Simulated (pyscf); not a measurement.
This saddle point was located with ωB97X-D3(BJ)/def2-SVP in PySCF.

```
C
H 1 1.0900
H 1 1.0908 2 115.62
H 1 1.0909 2 115.69 3 138.27
F 1 1.9540 2 78.07 3 -111.76
Ga 5 1.9087 1 80.40 2 178.65
F 6 1.7695 5 105.47 1 -179.14
```
Charge 0, spin multiplicity 1.

Surface: singlet, charge 0. Lowest wavenumbers (cm⁻¹): 558i, 44, 75, 165, 300.

Question: Name the species on either side of this saddle.

Answer: `[CH3][Ga]([F])[F]` ⇌ `[CH3][F]` + `[F][Ga]` [singlet], a 1,1-elimination read from left to right: C–Ga, F–Ga broken and C–F formed. At CCSD(T)/def2-TZVPP + ΔMP2(QZVPP) it lies +83.4 kcal/mol from the left side and +42.6 kcal/mol from the right (each side as separated species at their lowest minima found). One saddle was located; it need not be the lowest between these sides. The CCSD(T) − MP2 part came from Ansatz, without density fitting, on the same reference. The frozen core leaves the outer d or s,p core shells of the metals and heavy elements correlated in the MP2 and CC values, and def2-TZVPP describes them poorly, which can shift differences by a few kcal/mol. Elements up to Kr have no core potential and no relativistic terms here.
